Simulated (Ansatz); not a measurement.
Basis-set extrapolation for CH5MgN, SMILES `[CH3][Mg][NH2]` (PBE0-D4/def2-TZVP geometry, frozen core, Ansatz). Multiplicity 1, RHF reference. For Mg the program correlates outer-core shells too, which these sets cover unevenly, so the extrapolated numbers aren't a true limit.

```tsv
	def2-TZVPP	def2-QZVPP
HF	-294.881779	-294.895784
MP2 correlation	-0.611256	-0.680061
CCSD(T) correlation	-0.658992	-0.727558
```

Energies in hartree. Use E(X) = E(∞) + A·exp(−7.88·√X) for Hartree–Fock and E(X) = E(∞) + B·X^(−2.97) for correlation, with X = 3 and 4.

What is the CCSD(T) energy at the basis-set limit?

HF limit: -294.895784 + (-0.014005) × 0.13774 = -294.89771. Correlation limit: -0.727558 + (-0.068566) × 0.74074 = -0.77835. Total: -295.67606 hartree, 355.2 kJ/mol below CCSD(T)/def2-TZVPP.
